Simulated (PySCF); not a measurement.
# Level sweep

Species: C5H9N.
SMILES: `CC(C)(C)C#N`

PySCF, dipoles from the SCF density, polarisabilities from static response with core orbitals frozen. Isolated species at its PBE0-D3(BJ)/def2-SVP geometry, gas phase.

Reference dipole: 3.950 D (measured, gas; NIST CCCBDB Release 22 (SRD 101), experimental dipoles). Reference polarisability: 9.591 Å³ (measured, gas; NIST CCCBDB Release 22 (SRD 101), experimental polarizabilities). The anisotropy is √(½[(α1 − α2)² + (α2 − α3)² + (α3 − α1)²]).

```
              level  μ (D)  error (%)  α (au)  error (%)  anisotropy (au)
      LDA/def2-SVPD  4.159       +5.3   67.76       +4.7            12.68
      PBE/def2-SVPD  4.061       +2.8   66.81       +3.2            12.72
    B3LYP/def2-SVPD  4.133       +4.6   65.14       +0.7            12.35
     PBE0/def2-SVPD  4.149       +5.0   64.60       -0.2            12.25
BHandHLYP/def2-SVPD  4.229       +7.1   63.12       -2.5            11.95
CAM-B3LYP/def2-SVPD  4.174       +5.7   64.26       -0.7            12.07
  wB97X-D/def2-SVPD  4.196       +6.2   64.45       -0.4            12.25
  LC-wPBE/def2-SVPD  4.181       +5.9   62.76       -3.0            11.92
       HF/def2-SVPD  4.372      +10.7   61.28       -5.3            11.73
        PBE0/6-31G*  3.967       +0.4   54.62      -15.6            14.60
       PBE0/6-31+G*  4.188       +6.0   61.66       -4.7            15.21
      PBE0/def2-SVP  3.932       -0.5   56.19      -13.2            12.55
   PBE0/aug-cc-pVDZ  4.168       +5.5   66.26       +2.4            12.90
     PBE0/def2-TZVP  4.139       +4.8   63.43       -2.0            13.36
```

For the dipole, the smallest error is 0.4% (PBE0/6-31G*) and the largest 10.7% (HF/def2-SVPD). For the polarisability, the smallest error is 0.2% (PBE0/def2-SVPD) and the largest 15.6% (PBE0/6-31G*). The dipole runs from 3.93 D (PBE0/def2-SVP) to 4.37 D (HF/def2-SVPD). In one basis (def2-SVPD) the functionals order the polarisability from HF (lowest) to LDA (highest), a spread of 11%. With PBE0 the polarisability is 58.08 au without diffuse functions (mean of 6-31G*, def2-SVP and def2-TZVP) and 64.17 au with them (mean of 6-31+G*, def2-SVPD and aug-cc-pVDZ). Measured values can belong to vibrating molecules and may average over conformers; the computed ones are for one fixed geometry.
